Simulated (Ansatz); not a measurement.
# C₃H₄O₂: one species, many methods

The task here is to estimate one member of a computed series from the others.

Method: functionals in def2-TZVPP, the program's frozen cores in correlated methods; program: Ansatz 0.2.0, Gaussian basis.

Plan: LDA (SPW92), PBE-D4, revPBE-D4, BLYP-D4, r2SCAN-D4, B97M-V, PBE0-D4, B3LYP-D4, r2SCANh-D4, r2SCAN0-D4, HSE06-D4, BHLYP-D4, CAM-B3LYP-D4, LC-ωPBE, ωB97X-V, ωB97M-V, B2PLYP, PBE-QIDH; CCSD(T)/def2-SVP; CCSD(T)/def2-TZVPP; MP2/def2-QZVPP; extrapolation to the limit; RPA on PBE.

### Structure used throughout

An earlier PBE0-D4 in a triple-zeta def2 set relaxation fixed the geometry.

SMILES `OC#CCO`, 9 atoms, charge 0, spin multiplicity 1.

Atoms are counted from 1 here; the program's logs count them from 0.

Bond lengths: O1–C2 1.303 Å, O1–H6 0.965 Å, C2–C3 1.201 Å, C3–C4 1.456 Å, C4–O5 1.414 Å, C4–H7 1.093 Å, C4–H8 1.099 Å, O5–H9 0.961 Å. Angles: C2–O1–H6 110.1°, O1–C2–C3 176.7°, C2–C3–C4 178.3°, C3–C4–O5 114.0°, C3–C4–H7 110.0°, C3–C4–H8 108.7°, O5–C4–H7 105.9°, O5–C4–H8 110.9°, H7–C4–H8 106.9°, C4–O5–H9 107.6°.

As a file:

```
O     1.3807    2.2174   -0.8501
C     0.8337    1.1253   -0.3975
C     0.3403    0.0898   -0.0430
C    -0.2916   -1.1590    0.3597
O    -1.7035   -1.0992    0.4113
H     1.4597    2.8676   -0.1421
H     0.0335   -1.4358    1.3657
H     0.0434   -1.9583   -0.3160
H    -2.0077   -0.6939   -0.4052
```

Set-up of the first run:

The input, in.yaml:

```yaml
crystal:
  periodic: [false, false, false]
  atoms:
    - {symbol: O, position_ang: [1.380706, 2.217400, -0.850125]}
    - {symbol: C, position_ang: [0.833657, 1.125342, -0.397536]}
    - {symbol: C, position_ang: [0.340268, 0.089769, -0.043000]}
    - {symbol: C, position_ang: [-0.291618, -1.158952, 0.359652]}
    - {symbol: O, position_ang: [-1.703537, -1.099241, 0.411266]}
    - {symbol: H, position_ang: [1.459697, 2.867586, -0.142063]}
    - {symbol: H, position_ang: [0.033535, -1.435778, 1.365715]}
    - {symbol: H, position_ang: [0.043449, -1.958349, -0.316050]}
    - {symbol: H, position_ang: [-2.007655, -0.693877, -0.405159]}
basis:
  gaussian: {orbitals: def2-TZVPP}
hamiltonian: {xc: lda}
output: {orbitals: {seedname: orbitals}}
```

Steps of the session up to this table: LDA; PBE-D4 (GGA); revPBE-D4 (GGA); BLYP-D4 (GGA); r2SCAN-D4 (meta-GGA); B97M-V (meta-GGA); PBE0-D4 (hybrid); B3LYP-D4 (hybrid); r2SCANh-D4 (hybrid); r2SCAN0-D4 (hybrid); HSE06-D4 (hybrid); BHLYP-D4 (hybrid); CAM-B3LYP-D4 (range-separated); LC-ωPBE (range-separated); ωB97X-V (range-separated); ωB97M-V (range-separated); B2PLYP (double hybrid); PBE-QIDH (double hybrid).

One of the session's tables, all rows but one given; the rest of the session is left out.

It belongs to the step «Orbital energies across the functionals». 

```
  functional  HOMO (eV)  LUMO (eV)  gap (eV)
 LDA (SPW92)      -6.06      -0.66      5.40
      PBE-D4      -5.87      -0.57      5.30
   revPBE-D4      -5.80      -0.53      5.27
     BLYP-D4          ?          ?         ?
   r2SCAN-D4      -6.13       0.18      6.30
      B97M-V      -6.16      -0.23      5.93
     PBE0-D4      -7.21       0.37      7.58
    B3LYP-D4      -6.99      -0.06      6.93
  r2SCANh-D4      -6.63       0.46      7.09
  r2SCAN0-D4      -7.38       0.86      8.24
    HSE06-D4      -6.81       0.00      6.80
    BHLYP-D4      -8.41       1.00      9.41
CAM-B3LYP-D4      -8.60       1.13      9.73
     LC-ωPBE      -9.97       2.53     12.50
     ωB97X-V      -9.58       2.34     11.91
     ωB97M-V      -9.47       1.84     11.32
```

**Question.** Estimate the row for BLYP-D4.

Worked estimate for «HOMO (eV)». Against the share of exact exchange, B3LYP-D4 (0.2, -6.99), BHLYP-D4 (0.5, -8.41) give a slope of -4.73 per unit share; at 0 the line stands at -6.04.

The run gave: HOMO (eV): -5.76; LUMO (eV): -0.66; gap (eV): 5.10. In «HOMO (eV)» the line misses by -0.28.
